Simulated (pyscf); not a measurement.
Single points on ωB97X-D3(BJ)/def2-SVP structures (PySCF, gas phase).

Task: Estimate the classical barrier height and the reaction energy of F–CH₂–SiH₃ → F–CH=SiH₂ + H₂ at ωB97M-D3(BJ)/def2-TZVP. The step runs on the singlet surface, breaks C–H, H–Si and forms H–H; take the reactant's lowest minimum found as zero.

Result: ΔE‡ = 90.8 kcal/mol, ΔE = +59.4 kcal/mol. Zero-point energy shifts the barrier by -4.0 kcal/mol. It is an elimination, with an imaginary mode of 1003i cm⁻¹. The same reactants have a lower exit, to F–SiH₃ + CH₂ [singlet] (barrier +77.6 kcal/mol at ωB97M-D3(BJ)/def2-TZVP, against +90.8 kcal/mol here). This is the saddle that the search found; another between the same sides may lie lower.
